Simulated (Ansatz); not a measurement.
We consider CsCl-type TlCl, described by LC-ωPBE in Ansatz (PAW).

Settings: plane-wave cutoff 520 eV, 6×6×6 k mesh, finite displacements, scalar-relativistic PAW data made under PBE.

Computed at the level's own relaxed cell.

Harmonic phonon frequencies (cm⁻¹; i marks an imaginary mode; at Γ without the LO shift):

```
q point         frequencies
-------  ------------------
Γ            0 0 0 43 43 43
X                         …
M        12i 47 47 74 84 84
R                         …
```

Task: What belongs in the gaps?

Result: 
- X, frequencies: 11 11 71 86 86 167
- R, frequencies: 45 45 45 132 132 132

Ansatz is an electronic-structure program.
